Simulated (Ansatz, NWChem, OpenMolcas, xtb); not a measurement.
Ligand exchange: LiCl + IF → LiI + ClF

Gas-phase species: LiCl, singlet; IF (iodine monofluoride), singlet; LiI (Lithium Iodide), singlet; ClF (chlorine monofluoride), singlet. The partners trade Cl for I: Li–Cl and F–I bonds give way to Li–I and F–Cl.

Shapes, held fixed at every level: PBE0-D4/def2-TZVP; IF, LiI at the measured bond length. Programs: Ansatz 0.2.0, NWChem 7.3.0, OpenMolcas 26.06, xtb 6.7.1. Electronic energies: no zero-point or thermal term.

```
           level                    kind  ΔE (kJ/mol)
        GFN0-xTB          semi-empirical        +31.8
      PBE/STO-3G                     GGA        +40.3
    B3LYP/STO-3G           global hybrid        +45.8
    BHLYP/STO-3G           global hybrid        +39.1
  r2SCAN0/STO-3G           global hybrid        +39.6
CAM-B3LYP/STO-3G  range-separated hybrid        +41.4
    wB97X/STO-3G  range-separated hybrid        +36.7
  CCSD(T)/STO-3G   coupled cluster or CI        +15.7
   PBE0/def2-SVP           global hybrid       +110.6
```

PBE0/def2-SVP gives ΔE = +110.6 kJ/mol; the levels span +15.7 to +110.6. GFN0-xTB strays far from the other rows. The median of the levels is +39.6. No measured value is set beside it here. For atoms past krypton def2 sets carry core potentials with scalar relativity. All-electron rows are non-relativistic unless named. Outer-core shells of I, Li are correlated, in sets that cover them unevenly. Sets without diffuse functions underbind ionic bonds of s-block metals. Rows in sets without polarisation functions are far from converged.
